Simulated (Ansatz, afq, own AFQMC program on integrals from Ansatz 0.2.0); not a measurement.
SiGe$_{2}$H$_{7}$, doublet in def2-TZVP, levels against AFQMC with the constraint released

```xyz
10

Si    1.1577    1.9610   -1.1302
Ge    0.0464   -0.0515   -1.7638
Ge   -1.2859   -0.8888    0.0844
H     1.9572    2.5052   -2.2701
H     0.1492    2.9830   -0.7142
H     2.0723    1.6880    0.0198
H     1.0758   -1.1353   -2.1426
H    -0.8391    0.2075   -3.0050
H    -2.0248   -2.2116   -0.2280
H    -2.3046    0.1504    0.6093
```

Basis def2-TZVP. Noble-gas cores (and the filled d shells of Ga–Kr and In–Xe) are frozen. AFQMC by an in-house program on the Cholesky factors that Ansatz 0.2.0 writes for its CCSD(T) run. ph-AFQMC/CISD is guided by a CISD state made of CCSD amplitudes; releasing the constraint for a short imaginary time cuts its bias at the price of noise, slowly where states lie close. Error bars are statistical, one sigma. No spin–orbit coupling.

Determinant: UHF, the one that the program's search chose, which needn't be the lowest solution. The geometry is a PBE0/def2-SVP stationary point of this or a neighbouring charge and spin state.

No full CI on the walks' own integrals is used here. The released AFQMC energy serves as the reference, which it does only where one determinant dominates, the energy is flat over the last release times and near the phaseless one (40 meV or 2 meV an electron, half that with transition metals). On small molecules, where full CI could be run and the noise was under 10 meV, such values lay within 10 meV of it in 19 cases of 20, a flattering rate, since the rule was set on those same cases; what remains of the bias isn't in the error bar.

Cautions: no relativity below Rb; no spin-orbit coupling; inner d shell frozen; the released value is read at 1.50 1/Eh with a noise of 18 meV, more than in the cases checked (meV from the phaseless value at times in 1/Eh: -4 ± 13 at 0.24, -17 ± 10 at 0.51, -25 ± 15 at 0.99, -12 ± 18 at 1.50).

```
T1 diagnostic                               : 0.0141
weight of the determinant in the CISD state : 0.804
⟨S²⟩ of the determinant                     : 0.758
size of the correlated space                : 19 electrons in 142 orbitals
```

```json
{"level": "MP2", "correlation energy (eV)": "-9.0072"}
{"level": "CCSD", "correlation energy (eV)": "-10.8057"}
{"level": "CCSD(T)", "correlation energy (eV)": "-11.1633"}
```

Question: Estimate where AFQMC with the constraint released lies against CCSD(T) on the same integrals.

Answer: 1.68 ± 0.42 kcal/mol below CCSD(T).

Reference: AFQMC with the constraint released, correlation energy -11.236 ± 0.018 eV.

```json
{"level": "CCSD(T)", "E − E(reference) (kcal/mol)": "1.68 ± 0.42", "share of correlation (%)": "99.35"}
{"level": "ph-AFQMC/CISD", "E − E(reference) (kcal/mol)": "0.28 ± 0.50", "share of correlation (%)": "99.89"}
```

Released energies are given only where the last usable release times agree within the noise; a slower fall can still hide under it.
